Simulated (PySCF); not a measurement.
## AlP: one state, many levels of theory

State: ³Σ⁻ (triplet), unpaired electrons π ↑↑. Set-up: basis Al jorge-DZP-DKH, P jorge-DZP-DKH; spin-free X2C with a Gaussian nucleus; PySCF 2.14. De refers to Al + P in their high-spin ground configurations, without counterpoise correction. The functionals are run spin-unrestricted. A positive dipole means Al(−)P(+).

```csv
Level,Re (Å),ωe (cm⁻¹),De (eV),μ (D),"CPU s a point (SCF and correlation, without the integrals)"
UHF,2.450,364,1.04,-1.23,0.17
UHF-MP2,2.444,368,1.64,n/a,0.27
UHF-SCS-MP2,2.452,363,1.63,n/a,n/a
UHF-CCSD,2.453,362,1.60,n/a,n/a
UHF-CCSD(T),2.456,359,1.67,n/a,1.8
PBE,2.469,348,2.30,-0.87,0.82
BLYP,2.488,334,2.23,-0.98,0.55
r²SCAN,2.449,357,2.15,-0.84,1.1
r²SCANh,2.443,361,2.11,-0.89,1.2
PBE0,2.445,363,2.18,-0.96,1.2
BHandHLYP,2.438,365,2.04,-1.12,0.68
ωB97X,2.423,375,2.24,-1.02,0.92
```

The bond length runs from 2.423 Å (ωB97X) to 2.488 Å (BLYP). De spans 1.04 eV (UHF, mean field) to 2.30 eV (PBE, GGA). Correlation at CCSD(T) changes the Hartree–Fock bond energy by +0.63 eV; the triples alone change it by +0.07 eV.

Correlated steps freeze 10 core orbitals. Correlated levels converge slowly with the basis: in double zeta they bind strong bonds too weakly, by up to about 1 eV, and carry superposition errors of some tenths. The state was picked by a PBE0 search and need not be the measured ground state.

The whole job (state search and all levels along the bond) took about 2.5 min on 1 thread of Arm Neoverse N1 (shared host), peak memory 0.58 GiB.
